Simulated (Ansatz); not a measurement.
We consider Rb₃Sb₂Br₉ (P-3m1, No. 164), described by HSE06+SOC (Ansatz, an electronic-structure program, PAW).

Run with plane-wave cutoff 460 eV, 3×3×2 k mesh (along the axes of the cell as run), Fermi–Dirac smearing 0.01 eV, PAW data made under PBE.

Cell (measured lattice):

```yaml
crystal:
  lattice:
    - [7.93900, 0.00000, 0.00000]
    - [-3.96950, 6.87538, 0.00000]
    - [0.00000, 0.00000, 9.71800]
  atoms:
    - { symbol: Br, position: [0.50000, 0.50000, 0.00000] }
    - { symbol: Br, position: [0.50000, 0.00000, 0.00000] }
    - { symbol: Br, position: [0.00000, 0.50000, 0.00000] }
    - { symbol: Sb, position: [0.66667, 0.33333, 0.18500] }
    - { symbol: Sb, position: [0.33333, 0.66667, 0.81500] }
    - { symbol: Rb, position: [0.66667, 0.33333, 0.67200] }
    - { symbol: Rb, position: [0.33333, 0.66667, 0.32800] }
    - { symbol: Rb, position: [0.00000, 0.00000, 0.00000] }
    - { symbol: Br, position: [0.17800, 0.82200, 0.65800] }
    - { symbol: Br, position: [0.17800, 0.35600, 0.65800] }
    - { symbol: Br, position: [0.64400, 0.82200, 0.65800] }
    - { symbol: Br, position: [0.82200, 0.17800, 0.34200] }
    - { symbol: Br, position: [0.35600, 0.17800, 0.34200] }
    - { symbol: Br, position: [0.82200, 0.64400, 0.34200] }
```

Estimate the band gap that the calculation returns.


- band gap = 2.10 eV (on the SCF k mesh)

Note: cell and atoms aren't relaxed at this level (pressure 0.8 GPa).

Computed values are for the static lattice.
